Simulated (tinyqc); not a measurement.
Worked calculation: UHF in the sto-3g basis, for BH, spin multiplicity 1. This run ends on a higher stationary point, not on the lowest solution. One step of it, computed by the program tinyqc.

Problem. Iteration 2: building the Fock matrix. J_ij = sum D_kl (ij|kl) with D = D(alpha) + D(beta), K_ij = sum D_kl (ik|jl) for each spin; F = H + J - K(s); E = tr D H + tr D J / 2 - 0.5 sum_s tr D(s) K(s) + E_nn.

D(alpha) after iteration 1, order 1B 1s, 1B 2s, 1B 2px, 1B 2py, 1B 2pz, 2H 1s:
$$\begin{pmatrix}
0.986933 & 0.012158 & 0.000000 & 0.000000 & -0.044728 & -0.065898 \\
0.012158 & 0.077370 & 0.000000 & 0.000000 & 0.128660 & 0.183371 \\
0.000000 & 0.000000 & 0.076342 & -0.264775 & 0.000000 & 0.000000 \\
0.000000 & 0.000000 & -0.264775 & 0.923658 & 0.000000 & 0.000000 \\
-0.044728 & 0.128660 & 0.000000 & 0.000000 & 0.254317 & 0.271154 \\
-0.065898 & 0.183371 & 0.000000 & 0.000000 & 0.271154 & 0.488673
\end{pmatrix}$$

D(beta) after iteration 1, order 1B 1s, 1B 2s, 1B 2px, 1B 2py, 1B 2pz, 2H 1s:
$$\begin{pmatrix}
0.986933 & 0.012158 & 0.000000 & 0.000000 & -0.044728 & -0.065898 \\
0.012158 & 0.077370 & 0.000000 & 0.000000 & 0.128660 & 0.183371 \\
0.000000 & 0.000000 & 0.474733 & -0.498953 & 0.000000 & 0.000000 \\
0.000000 & 0.000000 & -0.498953 & 0.525267 & 0.000000 & 0.000000 \\
-0.044728 & 0.128660 & 0.000000 & 0.000000 & 0.254317 & 0.271154 \\
-0.065898 & 0.183371 & 0.000000 & 0.000000 & 0.271154 & 0.488673
\end{pmatrix}$$

core Hamiltonian H = T + V (hartree), order 1B 1s, 1B 2s, 1B 2px, 1B 2py, 1B 2pz, 2H 1s:
$$\begin{pmatrix}
-12.593858 & -3.260795 & 0.000000 & 0.000000 & -0.006992 & -0.152656 \\
-3.260795 & -3.684891 & 0.000000 & 0.000000 & -0.070850 & -0.529786 \\
0.000000 & 0.000000 & -2.876786 & 0.000000 & 0.000000 & 0.000000 \\
0.000000 & 0.000000 & 0.000000 & -2.876786 & 0.000000 & 0.000000 \\
-0.006992 & -0.070850 & 0.000000 & 0.000000 & -2.915991 & -0.594207 \\
-0.152656 & -0.529786 & 0.000000 & 0.000000 & -0.594207 & -1.829741
\end{pmatrix}$$

Two-electron integrals (ij|kl) in chemists' order, unique and non-zero (hartree):
```
(11|11) 2.923513   (21|11) 0.518376   (21|21) 0.109262   (22|11) 0.744229
(22|21) 0.193177   (22|22) 0.544804   (31|31) 0.020264   (32|31) 0.029996
(32|32) 0.120346   (33|11) 0.742491   (33|21) 0.193240   (33|22) 0.544682
(33|33) 0.586773   (41|41) 0.020264   (42|41) 0.029996   (42|42) 0.120346
(43|43) 0.031630   (44|11) 0.742491   (44|21) 0.193240   (44|22) 0.544682
(44|33) 0.523513   (44|44) 0.586773   (51|51) 0.020264   (52|51) 0.029996
(52|52) 0.120346   (53|53) 0.031630   (54|54) 0.031630   (55|11) 0.742491
(55|21) 0.193240   (55|22) 0.544682   (55|33) 0.523513   (55|44) 0.523513
(55|55) 0.586773   (61|11) 0.023756   (61|21) 0.004994   (61|22) 0.008876
(61|33) 0.008841   (61|44) 0.008841   (61|51) 0.000370   (61|52) 0.000685
(61|55) 0.008951   (61|61) 0.000236   (62|11) 0.083191   (62|21) 0.022078
(62|22) 0.072259   (62|33) 0.070051   (62|44) 0.070051   (62|51) 0.002374
(62|52) 0.016658   (62|55) 0.076596   (62|61) 0.001080   (62|62) 0.016344
(63|31) 0.001773   (63|32) 0.009185   (63|53) 0.002830   (63|63) 0.001377
(64|41) 0.001773   (64|42) 0.009185   (64|54) 0.002830   (64|64) 0.001377
(65|11) 0.092027   (65|21) 0.024664   (65|22) 0.084603   (65|33) 0.080595
(65|44) 0.080595   (65|51) 0.003841   (65|52) 0.025722   (65|55) 0.092518
(65|61) 0.001239   (65|62) 0.021955   (65|65) 0.030277   (66|11) 0.272609
(66|21) 0.073403   (66|22) 0.270503   (66|33) 0.258783   (66|44) 0.258783
(66|51) 0.006935   (66|52) 0.067849   (66|55) 0.293607   (66|61) 0.003578
(66|62) 0.089043   (66|65) 0.128461   (66|66) 0.774606
```

nuclear repulsion = 1.36385879 hartree

Give: Coulomb J; exchange K(alpha); exchange K(beta); F(alpha); F(beta); total energy of this density.

Solution.

Coulomb J (hartree), order 1B 1s, 1B 2s, 1B 2px, 1B 2py, 1B 2pz, 2H 1s:
$$\begin{pmatrix}
8.1946 & 1.6565 & 0.0000 & 0.0000 & 0.0244 & 0.0766 \\
1.6565 & 3.3359 & 0.0000 & 0.0000 & 0.1628 & 0.4862 \\
0.0000 & 0.0000 & 3.2968 & -0.0483 & 0.0000 & 0.0000 \\
0.0000 & 0.0000 & -0.0483 & 3.3536 & 0.0000 & 0.0000 \\
0.0244 & 0.1628 & 0.0000 & 0.0000 & 3.3459 & 0.5909 \\
0.0766 & 0.4862 & 0.0000 & 0.0000 & 0.5909 & 2.2449
\end{pmatrix}$$

exchange K(alpha) (hartree), order 1B 1s, 1B 2s, 1B 2px, 1B 2py, 1B 2pz, 2H 1s:
$$\begin{pmatrix}
2.9308 & 0.5758 & 0.0000 & 0.0000 & -0.0028 & 0.0280 \\
0.5758 & 0.3462 & 0.0000 & 0.0000 & 0.1308 & 0.1541 \\
0.0000 & 0.0000 & 0.1174 & -0.1470 & 0.0000 & 0.0000 \\
0.0000 & 0.0000 & -0.1470 & 0.5878 & 0.0000 & 0.0000 \\
-0.0028 & 0.1308 & 0.0000 & 0.0000 & 0.2848 & 0.2072 \\
0.0280 & 0.1541 & 0.0000 & 0.0000 & 0.2072 & 0.4965
\end{pmatrix}$$

exchange K(beta) (hartree), order 1B 1s, 1B 2s, 1B 2px, 1B 2py, 1B 2pz, 2H 1s:
$$\begin{pmatrix}
2.9308 & 0.5758 & 0.0000 & 0.0000 & -0.0028 & 0.0280 \\
0.5758 & 0.3462 & 0.0000 & 0.0000 & 0.1308 & 0.1541 \\
0.0000 & 0.0000 & 0.3386 & -0.2770 & 0.0000 & 0.0000 \\
0.0000 & 0.0000 & -0.2770 & 0.3667 & 0.0000 & 0.0000 \\
-0.0028 & 0.1308 & 0.0000 & 0.0000 & 0.2848 & 0.2072 \\
0.0280 & 0.1541 & 0.0000 & 0.0000 & 0.2072 & 0.4965
\end{pmatrix}$$

F(alpha) (hartree), order 1B 1s, 1B 2s, 1B 2px, 1B 2py, 1B 2pz, 2H 1s:
$$\begin{pmatrix}
-7.3300 & -2.1800 & 0.0000 & 0.0000 & 0.0202 & -0.1040 \\
-2.1800 & -0.6952 & 0.0000 & 0.0000 & -0.0389 & -0.1976 \\
0.0000 & 0.0000 & 0.3026 & 0.0987 & 0.0000 & 0.0000 \\
0.0000 & 0.0000 & 0.0987 & -0.1110 & 0.0000 & 0.0000 \\
0.0202 & -0.0389 & 0.0000 & 0.0000 & 0.1451 & -0.2105 \\
-0.1040 & -0.1976 & 0.0000 & 0.0000 & -0.2105 & -0.0814
\end{pmatrix}$$

F(beta) (hartree), order 1B 1s, 1B 2s, 1B 2px, 1B 2py, 1B 2pz, 2H 1s:
$$\begin{pmatrix}
-7.3300 & -2.1800 & 0.0000 & 0.0000 & 0.0202 & -0.1040 \\
-2.1800 & -0.6952 & 0.0000 & 0.0000 & -0.0389 & -0.1976 \\
0.0000 & 0.0000 & 0.0814 & 0.2287 & 0.0000 & 0.0000 \\
0.0000 & 0.0000 & 0.2287 & 0.1102 & 0.0000 & 0.0000 \\
0.0202 & -0.0389 & 0.0000 & 0.0000 & 0.1451 & -0.2105 \\
-0.1040 & -0.1976 & 0.0000 & 0.0000 & -0.2105 & -0.0814
\end{pmatrix}$$

total energy of this density = -24.116688 hartree

This density is a damped mixture and is not idempotent.
